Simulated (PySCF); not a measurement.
**A search over the determinants of PO⁺**

Unrestricted PBE0; basis P def2-TZVP, O def2-TZVP; no relativity; PySCF 2.14. Outer shells of the fragments: P+ 3s2 3p2; O 2s2 2p4.

Followed along the bond (rough minima from three points):

```
2Ms+1  unpaired  ⟨S²⟩ at the start  R at minimum (Å)  Te (eV)
    1      none               0.00              1.42     0.00
    3      π ↑↑               2.02              1.63     4.03
    5    π ↑↑↑↑               6.02  none in the scan   ≤ 6.86
```

Solutions found at the starting distance of 1.765 Å, counted from the lowest of them; the search is not exhaustive and high or unbound solutions are not listed, so other states can lie among these:

| 2Ms+1 | unpaired | term | E (eV) | ⟨S²⟩ | ⟨Lz²⟩ | μ (D) |
| --- | --- | --- | --- | --- | --- | --- |
| 1 | none | ¹Σ⁺ | 0.00 | 0.00 | 0.00 | -4.04 |
| 3 | π ↑↑ | mixed | 1.59 | 2.02 | 2.02 | -2.45 |
| 3 | π ↑↑ | mixed | 2.08 | 2.01 | 2.01 | -2.66 |
| 1 | π ↑↓ | mixed | 2.20 | 1.01 | 2.02 | -2.76 |
| 3 | σ ↑, π ↑ | ³Π | 3.10 | 2.03 | 1.03 | -3.26 |
| 1 | σ ↓, π ↑ | mixed | 3.34 | 1.10 | 1.01 | -3.06 |
| 5 | π ↑↑↑↑ | ⁵Σ⁺ | 4.65 | 6.02 | 0.00 | 0.85 |
| 5 | σ ↑, π ↑↑↑ | ⁵Π | 4.79 | 6.01 | 1.00 | -1.54 |
| 3 | σ ↑, π ↑↑↓ | mixed | 5.67 | 3.02 | 3.04 | -1.01 |
| 1 | π ↑↑↓↓ | mixed | 5.83 | 2.02 | 4.05 | 0.84 |
| 3 | σ ↑, π ↑ | ³Π | 5.92 | 2.02 | 1.02 | -2.08 |
| 1 | σ ↓, π ↑↑↓ | mixed | 6.10 | 2.03 | 3.04 | -1.23 |
| 3 | σ ↑↑ | ³Σ⁺ | 6.66 | 2.00 | 0.00 | -2.70 |
| 5 | σ ↑↑, π ↑↑ | mixed | 8.12 | 6.01 | 2.01 | -0.91 |

A term symbol is given only where ⟨S²⟩ and ⟨Lz²⟩ are close to those of a pure state; real π, δ and φ orbitals otherwise mix terms. A positive dipole points towards O; it is taken about the centre of mass and depends on that origin.

**Question.** Compare the gap between the two lowest followed solutions at the starting distance with the gap between their minima.

**Answer.** At PBE0 the second solution (triplet, unpaired electrons π ↑↑) lies +1.59 eV from the first (singlet, closed shell) at 1.765 Å and +4.03 eV at the minima; the two curves relax by different amounts, since their minima lie near 1.63 and 1.42 Å.

Counting both spins, an empty level lies below a filled one in some of these solutions, because spin and occupation are held.
